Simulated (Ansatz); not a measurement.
`FCCF`, relaxed with RKS PBE0-D4/def2-TZVP in the Gaussian-basis code of Ansatz from a PBE-D4/def2-SVP geometry. The force threshold is 0.005 eV/Å; the program also tests the step.

Total charge 0; spin multiplicity 1.

Start:

```xyz
8

F     0.412   -0.378    1.686
C     0.384   -0.570    0.317
C    -0.413    0.513   -0.374
F     0.255    1.723   -0.348
H     1.428   -0.571   -0.071
H    -0.078   -1.560    0.093
H    -0.590    0.213   -1.433
H    -1.399    0.630    0.130
```

(1) How much energy does the relaxation release, and in how many steps? (Best estimate.)

(2) Which bonds change most? (Estimate.)

(3) Give the relaxed structure. (Estimate.)

Results:

(1) Computed: 3.34 kJ/mol, in 4 steps.

(2) Computed: C3–H8 from 1.114 to 1.094 Å; C2–H5 from 1.114 to 1.094 Å; C3–H7 from 1.115 to 1.095 Å; C2–H6 from 1.115 to 1.095 Å.

(3) The calculation gave: 
```xyz
8

F     0.411   -0.375    1.667
C     0.383   -0.570    0.303
C    -0.418    0.500   -0.373
F     0.249    1.705   -0.343
H     1.414   -0.567   -0.064
H    -0.072   -1.546    0.103
H    -0.584    0.223   -1.420
H    -1.382    0.630    0.126
```
